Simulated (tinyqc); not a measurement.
CIS on RHF in the sto-3g basis, frozen core, for H2O, spin multiplicity 1, step by step. One step of it, computed by the program tinyqc.

Problem. CIS triplet states. Diagonalise A (1 hartree = 27.211386 eV); each vector has its largest component positive (the first on a tie).

CIS matrix A, triplet (hartree), lower triangle:
```
           2>6        2>7        3>6        3>7       4>6       4>7       5>6       5>7
2>6   1.133314
2>7   0.000000   1.233722
3>6   0.000000  -0.089642   0.517703
3>7  -0.089642   0.000000   0.000000   0.596191
4>6  -0.051000   0.000000   0.000000  -0.058239  0.406987
4>7   0.000000   0.017137  -0.058239   0.000000  0.000000  0.478850
5>6   0.000000   0.000000   0.000000   0.000000  0.000000  0.000000  0.316611
5>7   0.000000   0.000000   0.000000   0.000000  0.000000  0.000000  0.000000  0.397982
```

Give: triplet excitation energies; lowest vectors.

Solution.

triplet excitation energies (eV): 8.615  10.424  10.830  11.834  14.962  16.415  31.298  33.893

lowest vectors:
```
     state 1  state 2  state 3  state 4  state 5  state 6
2>6    0.000    0.100    0.000    0.000    0.000    0.129
2>7    0.000    0.000    0.000    0.052    0.118    0.000
3>6    0.000    0.000    0.000    0.611    0.782    0.000
3>7    0.000    0.301    0.000    0.000    0.000    0.941
4>6    0.000    0.948    0.000    0.000    0.000   -0.313
4>7    0.000    0.000    0.000    0.790   -0.613    0.000
5>6    1.000    0.000    0.000    0.000    0.000    0.000
5>7    0.000    0.000    1.000    0.000    0.000    0.000
```
